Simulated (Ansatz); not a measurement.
System: 1T (CdI2-type) SnSe₂. Method: r²SCAN (Ansatz, an electronic-structure program, PAW).

Settings: plane-wave cutoff 600 eV, 12×12×6 k mesh (along the axes of the cell as run), scalar-relativistic PAW data made under PBE.

Cell (measured lattice):

```cif
data_Se2Sn
_chemical_formula_sum 'Sn1 Se2'
_space_group_name_H-M_alt 'P-3m1'
_space_group_IT_number 164
_space_group_name_Hall '-P 3 2"'
_cell_length_a 3.81100
_cell_length_b 3.81100
_cell_length_c 6.14000
_cell_angle_alpha 90.000
_cell_angle_beta 90.000
_cell_angle_gamma 120.000
loop_
_atom_site_label
_atom_site_type_symbol
_atom_site_symmetry_multiplicity
_atom_site_Wyckoff_symbol
_atom_site_fract_x
_atom_site_fract_y
_atom_site_fract_z
_atom_site_occupancy
Sn1 Sn 1 a 0.00000 0.00000 0.00000 1
Se1 Se 2 d 0.33333 0.66667 0.25643 1
```

Problem. Predict the elastic constant C13, elastic constant C11, elastic constant C66, elastic constant C12, elastic constant C33 and elastic constant C44.

Solution. 
* **elastic constant C13**: 18.3 GPa
* **elastic constant C11**: 119 GPa
* **elastic constant C66**: 42.1 GPa
* **elastic constant C12**: 34.4 GPa
* **elastic constant C33**: 37.2 GPa
* **elastic constant C44**: 10.7 GPa

Note: the cell isn't this level's own, so it is under some stress, which shifts stiffness and frequencies.

Elastic constants are with the ions relaxed.

Spin–orbit coupling is not included.

Computed values are for the static lattice.

The result took about 50 core-minutes (a rough figure).
